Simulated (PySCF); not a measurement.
Level of theory: core-valence-separated Tamm–Dancoff BHandHLYP/aug-pcX-1 (pcseg-1 on H) in PySCF, non-relativistic, gas phase, PBE0-D3(BJ)/def2-SVP geometry. No empirical shift is added; at this level the pattern usually sits a few eV under experiment.

Main lines of an unknown, eV (oscillator strength): C K: 285.2 (0.009), 285.2 (0.008), 285.4 (0.016), 285.6 (0.020), 285.9 (0.028); O K: 532.1 (0.019), 534.2 (0.003), 534.4 (0.010), 534.7 (0.004), 534.9 (0.024). Listed: the first five lines at most of each edge with a tenth or more of its strongest line's intensity; roots within 0.03 eV on the same or equivalent atoms are summed. Only the lowest roots were sought, and the top ones are left out.

Question: Which candidate gives them?
A. i-BuOMe (`COCC(C)C`)
B. 2-methyl-1-butanol (`CC[C@H](C)CO`)

Answer: B. 

- `CC[C@H](C)CO`: C K: 285.2 (0.009), 285.2 (0.008), 285.4 (0.016), 285.6 (0.020), 285.9 (0.028); O K: 532.1 (0.019), 534.2 (0.003), 534.4 (0.010), 534.7 (0.004), 534.9 (0.024). First C line listed at 285.2 eV, hole on the methyl carbon; first O line listed at 532.1 eV, hole on the alcohol oxygen.
- `COCC(C)C`: C K: 285.3 (0.020), 285.8 (0.009), 285.9 (0.035), 286.0 (0.027), 286.0 (0.029); O K: 533.8 (0.015), 533.9 (0.002), 534.3 (0.014), 534.7 (0.003), 535.3 (0.011). First C line listed at 285.3 eV, hole on the methyl carbon; first O line listed at 533.8 eV, hole on the ether oxygen.

One conformer each; other structures than these candidates weren't tested.

Conformer computed: `[CH3:1][CH2:2][C@H:3]([CH3:4])[CH2:5][OH:6]`: C1–C2–C3–C4 -175°, C2–C3–C5–O6 56°, H–O6–C5–C3 62°.
